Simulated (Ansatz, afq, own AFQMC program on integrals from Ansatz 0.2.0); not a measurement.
AFQMC on a folder of integrals that Ansatz 0.2.0 wrote.

```yaml
crystal:
  periodic: [false, false, false]
  atoms:
    - {symbol: O, position_ang: [0.000000, 0.000000, 0.000000]}
    - {symbol: O, position_ang: [0.000000, 0.000000, 1.084000]}
basis:
  gaussian: {orbitals: 6-31G}
total_charge: 1
magnetization: {spin_polarized: true, initial_magnetization: 3}
correlation: {method: ccsd_t, electrons: outside_noble_gas, hamiltonian_folder: ham}
```

```sh
$ ansatz run in.yaml --threads 1 --pin off --events-out ev --progress --plain --max-ram 16896MiB --backend cuda --devices 0, --max-vram 18GiB
```

Options of the walk:

```
--method phaseless --trial cisd --walkers 4000 --populations 20 --least-time 60 --time-step 0.005 --steps-per-block 50 --equilibration-blocks 28 --max-blocks 4000 --target-error 0.0002 --factor-cut 1e-05 --start spin_pure --seed 4676 --release-times 0.24,0.51,0.99,1.62,2.4 --release-step 0.03 --release-every 3 --taylor-order 6
```

Times are imaginary, in 1/Eh. The walk had a cap of 122 s. With eight or more populations the least sampling time is a fifth of least-time, and the error comes from their spread.

```
orbitals 16  electrons 7 4  factors 91 of 155
reference energy -148.91903288 Eh
CCSD correlation -0.15058378 Eh in 9 cycles, weight of the determinant in the CISD state 0.9514
energy of the start -149.069315 Eh
 block  time / (1/Eh)  mean weight  energy / Eh
     1     0.250  0.9997  -149.068803
     2     0.500  0.9999  -149.070131
     3     0.750  0.9999  -149.071008
     4     1.000  1.0000  -149.071329
     5     1.250  0.9997  -149.071444
     8     2.000  1.0000  -149.072559
    11     2.750  0.9999  -149.072263
    14     3.500  0.9998  -149.072154
    17     4.250  0.9999  -149.072648
    20     5.000  0.9999  -149.071562
    23     5.750  1.0000  -149.071984
    26     6.500  0.9999  -149.072011
    29     7.250  0.9997  -149.072321
    32     8.000  1.0002  -149.071930
    35     8.750  0.9999  -149.071639
    38     9.500  1.0000  -149.072298
    41    10.250  0.9999  -149.072198
    44    11.000  1.0001  -149.072031
    47    11.750  0.9996  -149.071756
    48    12.000  1.0002  -149.067936
    50    12.500  0.9997  -149.071774
    53    13.250  0.9997  -149.071730
    56    14.000  0.9999  -149.072258
    59    14.750  1.0001  -149.072355
    62    15.500  1.0000  -149.071476
    65    16.250  0.9999  -149.071762
    68    17.000  1.0002  -149.071731
    71    17.750  0.9999  -149.071427
    74    18.500  1.0000  -149.071979
    77    19.250  0.9998  -149.072188
    78    19.500  1.0002  -149.072317
error from the spread of 20 populations
released: time / (1/Eh)  energy / Eh  error  mean overlap
  0.24  -149.071884  0.000048  1.0020
  0.51  -149.072039  0.000044  1.0016
  0.99  -149.072139  0.000044  0.9990
  1.62  -149.072213  0.000052  0.9979
  2.40  -149.072264  0.000070  0.9957
energy -149.071745 +/- 0.000087 Eh
(rows thinned)
```

**Question.** Estimate how long the walk took on 1 × NVIDIA H100 80GB HBM3 with 2 threads of AMD EPYC 7R13 Processor (Zen 3), with other jobs on the host (the card was shared).

**Answer.** 22 s of wall time.

The run passed its tests (sampling time, drift between the halves within three errors, error under three times the target), which doesn't prove that it has relaxed.

Against this walk (error 2.4 meV) on the same determinant: CCSD(T) 6.4 meV higher, CCSDT(Q) 12.1 meV lower, CCSDTQ 12.9 meV lower, full CI 13.2 meV lower. The error is statistical and leaves out the bias of the constraint. The released energies are still falling (meV from the phaseless value at times in 1/Eh: -3.8 ± 1.3 at 0.24, -8.0 ± 1.2 at 0.51, -10.7 ± 1.2 at 0.99, -12.7 ± 1.4 at 1.62, -14.1 ± 1.9 at 2.40), so they give no level; they do show a bias of the constraint, and the last of them that isn't too noisy lies 1 meV below full CI. Full CI is exact here, so the walk's 13 meV above it is the walk's own error: the bias of the constraint with this trial.

Cautions: constraint bias not in the error; lower spins were not checked.

CCSDT and higher add their correlation energy to the determinant of the CCSD(T) run, since their own runs factorise the integrals more tightly (a shift of under 2 meV). A walk keeps the symmetry of its determinant, which the program's search chose and which needn't be the lowest solution, so a lower state of the same spin and another symmetry isn't excluded.
